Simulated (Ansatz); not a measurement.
C$_{2}$H$_{6}$O$_{3}$, SMILES `OCOCO`, relaxed with RKS PBE0-D4/def2-TZVP in Ansatz 0.2.0 from a PBE-D4/def2-SVP geometry. The force threshold is 0.005 eV/Å; the program also tests the step.

Total charge 0; spin multiplicity 1.

Start:

```xyz
11

O    -0.240   -1.489    0.862
C    -0.203   -0.153    1.253
O    -0.697    0.766    0.268
C    -0.344    0.428   -1.048
O     1.038    0.171   -1.213
H     0.521   -1.616    0.260
H    -0.874   -0.031    2.128
H     0.832    0.158    1.545
H    -0.848   -0.508   -1.377
H    -0.702    1.278   -1.671
H     1.516    0.998   -1.007
```

How much energy does the relaxation release, and in how many steps? (Estimate.)

Computed: 1.65 kcal/mol, in 10 steps.

Which bonds change most? (An estimate is asked.)

Computed: C2–O3 from 1.434 to 1.408 Å; C2–H8 from 1.119 to 1.096 Å; C4–H10 from 1.114 to 1.094 Å; C2–H7 from 1.109 to 1.090 Å.

Give the relaxed structure. (Best estimate.)

Ansatz gave: 
```xyz
11

O    -0.491   -1.520    0.981
C    -0.187   -0.182    1.221
O    -0.693    0.694    0.242
C    -0.266    0.427   -1.059
O     1.125    0.463   -1.207
H     0.218   -1.913    0.466
H    -0.687    0.112    2.143
H     0.896   -0.043    1.318
H    -0.570   -0.575   -1.376
H    -0.766    1.174   -1.682
H     1.422    1.363   -1.046
```
